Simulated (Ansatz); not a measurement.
Cost and result for the atomization energy of C4H6OS (`O=C1CCSC1`) (12 atoms, 12 bonds).

Cartesian coordinates in Å:
```
O -0.5913 1.4937 1.6547
C -0.3721 0.6498 0.8313
C 0.1327 0.9159 -0.5723
C 0.6920 -0.3765 -1.1308
S -0.3777 -1.6941 -0.4793
C -0.5757 -0.8375 1.0924
H -0.7366 1.2366 -1.1573
H 0.8457 1.7421 -0.5565
H 1.7230 -0.5397 -0.8075
H 0.6617 -0.4236 -2.2186
H -1.5670 -1.0069 1.5129
H 0.1654 -1.1598 1.8309
```

The species carries charge 0 and has multiplicity 1. All single points use the PBE0-D4/def2-TZVP geometry. Program: Ansatz. All runs use 4 threads of an Intel Xeon on a shared host. Times are those of one run each, without the atoms' runs, and a repeat can differ threefold. Electronic energies, without spin–orbit coupling; frozen cores. CCSD(T)/CBS adds CCSD(T) − MP2 in def2-TZVPP to the MP2 limit, and its time is that of the two runs behind it. T1 = 0.013. B3LYP takes the VWN-RPA correlation (the form of Gaussian; ORCA's B3LYP/G). HSE06 is the plane-wave form, built on full-range PBE exchange.

CCSD(T)/CBS is a level of theory with its own doubt, some kJ/mol a heavy atom from the limit and from the frozen cores, so smaller differences don't rank the functionals.

```csv
level,functions,wall time
LDA (SPW92)/def2-TZVPP,281,2.8 s
PBE-D4/def2-TZVPP (with forces),281,4.2 s
PBE0-D4/def2-TZVPP,281,4.9 s
HSE06-D4/def2-TZVPP,281,6.5 s
r2SCANh-D4/def2-TZVPP,281,7 s
B3LYP-D4/def2-TZVPP (with forces),281,8 s
CAM-B3LYP-D4/def2-TZVPP,281,8 s
PBE-QIDH/def2-TZVPP,281,12 s
ωB97X-V/def2-TZVPP,281,12 s
CCSD(T)/def2-SVP,118,13 s
MP2/def2-QZVPP,535,44 s
CCSD(T)/def2-TZVPP,281,4 min
CCSD(T)/CBS(def2),–,4.8 min
```

Problem. What atomization energy does each give, and how far from CCSD(T)/CBS? (Estimate.)

Solution. The calculation gave: 
| level | atomization (kcal/mol) | difference from CCSD(T)/CBS | per bond |
| --- | --- | --- | --- |
| LDA (SPW92)/def2-TZVPP | 1398.0 | 198.7 | 16.6 |
| PBE-D4/def2-TZVPP (with forces) | 1242.4 | 43.1 | 3.6 |
| PBE0-D4/def2-TZVPP | 1216.0 | 16.7 | 1.4 |
| HSE06-D4/def2-TZVPP | 1217.0 | 17.7 | 1.5 |
| r2SCANh-D4/def2-TZVPP | 1199.7 | 0.4 | 0.0 |
| B3LYP-D4/def2-TZVPP (with forces) | 1198.7 | -0.6 | 0.0 |
| CAM-B3LYP-D4/def2-TZVPP | 1203.4 | 4.1 | 0.3 |
| PBE-QIDH/def2-TZVPP | 1202.2 | 2.9 | 0.2 |
| ωB97X-V/def2-TZVPP | 1206.0 | 6.7 | 0.6 |
| CCSD(T)/def2-SVP | 1143.5 | -55.8 | -4.7 |
| MP2/def2-QZVPP | 1215.2 | 15.9 | 1.3 |
| CCSD(T)/def2-TZVPP | 1168.2 | -31.1 | -2.6 |
| CCSD(T)/CBS(def2) | 1199.3 | 0.0 | 0.0 |

In def2-TZVPP, CCSD(T) changes the Hartree–Fock value by +307.1 kcal/mol (the triples alone add +22.1 kcal/mol) and MP2 by +335.9 kcal/mol; breaking electron pairs costs correlation energy, which Hartree–Fock lacks. From BLYP to BHLYP (50 % exact exchange), in def2-TZVPP and without D4, the atomization energy moves by −35.0 kcal/mol: exact exchange takes away binding that semilocal exchange gives to molecules. The D4 term adds +11.2 kcal/mol with B3LYP and +5.8 kcal/mol with PBE0; it sums over pairs of atoms, weighted by their polarisabilities, and B3LYP, whose exchange is more repulsive, gets the larger term.
